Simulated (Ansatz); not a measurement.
Process, species as SMILES: [CH2]Cl (CH2-Cl) → [CH2-]Cl (an electron is taken up)
B3LYP-D3(BJ)/def2-TZVP geometries, fixed; electronic energies without zero-point terms; positive where energy is released.
Largest species:
```xyz
4

C      0.0123    -0.2448    -1.0869
Cl    -0.0064     0.1282     0.5693
H      0.9694    -0.3350    -1.5718
H     -0.9338    -0.3757    -1.5841
```
Charge 0, spin multiplicity 2.

Basis-set convergence of the adiabatic electron affinity at r2SCAN with Ansatz (a quantum-chemistry and plane-wave program). Cartesian d functions, on some or all atoms, in 6-31G**; all else is spherical. The program fits the integrals of some runs and decomposes those of others, by size. Open shells are unrestricted. No added dispersion term, no relativity. Functions are those of the species that has most. Reference: the value in aug-pcseg-3, 0.421 eV, itself unsure by roughly 0.010 eV (its mean distance from aug-cc-pV(Q+d)Z, def2-QZVPPD). Deviations are taken from unrounded values.

```json
[
 {"basis": "6-31G", "functions": "26", "adiabatic electron affinity (eV)": "0.093", "minus reference (eV)": "-0.329"},
 {"basis": "def2-SVP", "functions": "42", "adiabatic electron affinity (eV)": "-0.131", "minus reference (eV)": "-0.553"},
 {"basis": "6-31G**", "functions": "44", "adiabatic electron affinity (eV)": "-0.128", "minus reference (eV)": "-0.549"},
 {"basis": "cc-pV(D+d)Z", "functions": "47", "adiabatic electron affinity (eV)": "0.008", "minus reference (eV)": "-0.413"},
 {"basis": "6-311++G(2d,2p)", "functions": "82", "adiabatic electron affinity (eV)": "0.494", "minus reference (eV)": "0.073"},
 {"basis": "def2-TZVPD", "functions": "101", "adiabatic electron affinity (eV)": "0.401", "minus reference (eV)": "-0.020"},
 {"basis": "6-311++G(3df,3pd)", "functions": "122", "adiabatic electron affinity (eV)": "0.433", "minus reference (eV)": "0.011"},
 {"basis": "aug-pcseg-2", "functions": "142", "adiabatic electron affinity (eV)": "0.438", "minus reference (eV)": "0.017"},
 {"basis": "def2-QZVPP", "functions": "187", "adiabatic electron affinity (eV)": "0.364", "minus reference (eV)": "-0.058"}
]
```
